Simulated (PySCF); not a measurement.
# B3, doublet: structure and spectrum

Level of theory: PySCF, UPBE0, basis B def2-TZVP (no relativity, density fitting).

The structure is a minimum.

```json
{"Point group": "D3h", "Bond lengths": "B–B 1.546 Å (×3)", "Bond angles": "B–B–B 60.0° (×3)", "Principal quadrupole moments (Buckingham, traceless) about the centre of mass": "-2.77, 1.38, 1.39 D Å", "Rotational constants": "1.28, 1.28, 0.6402 cm⁻¹", "Spin squared ⟨S²⟩": "0.855", "Rotational symmetry number": "6", "Lowest empty level (β)": "-4.26 eV", "Dipole moment": "0.00 D", "Zero-point energy": "18.7 kJ/mol", "Enthalpy at 298.15 K above 0 K": "10.19 kJ/mol", "Highest occupied level (α)": "-7.71 eV", "Heat capacity Cp at 298.15 K": "37.7 J/(mol K)", "Principal polarisabilities": "42.0, 54.8, 54.8 bohr³", "Atomisation energy without zero-point energy": "879 kJ/mol", "Entropy at 298.15 K and 1 bar (electronic part: spin only)": "228.0 J/(mol K)"}
```

Harmonic modes (masses in u: B 11.009):
```tsv
symmetry	ω (cm⁻¹)	IR (km/mol, summed over degenerate members)
e'	948	17.3
a1'	1236	0.0
```

In D3h the vibrations span e' + a1'. The a1' mode carries no infrared intensity, as symmetry demands.

Charges (e):
```
atom  Mulliken  Löwdin  polar tensor  spin (Mulliken)  Mayer order to B1
  B1      0.00    0.00          0.00             0.33                  –
B2,3      0.00    0.00          0.00             0.33               1.64
```
Other Mayer orders above 0.3: B–B 1.64.

Mulliken populations on B1: s 3.14, p 1.79, d 0.07, f 0.01.

This need not be the most stable arrangement of these atoms.

The final relaxation and frequency run took 8.3 s on 4 threads of a shared Arm Neoverse V1 host, with 93 basis functions and 6 gradients; the process peaked at 0.85 GiB.
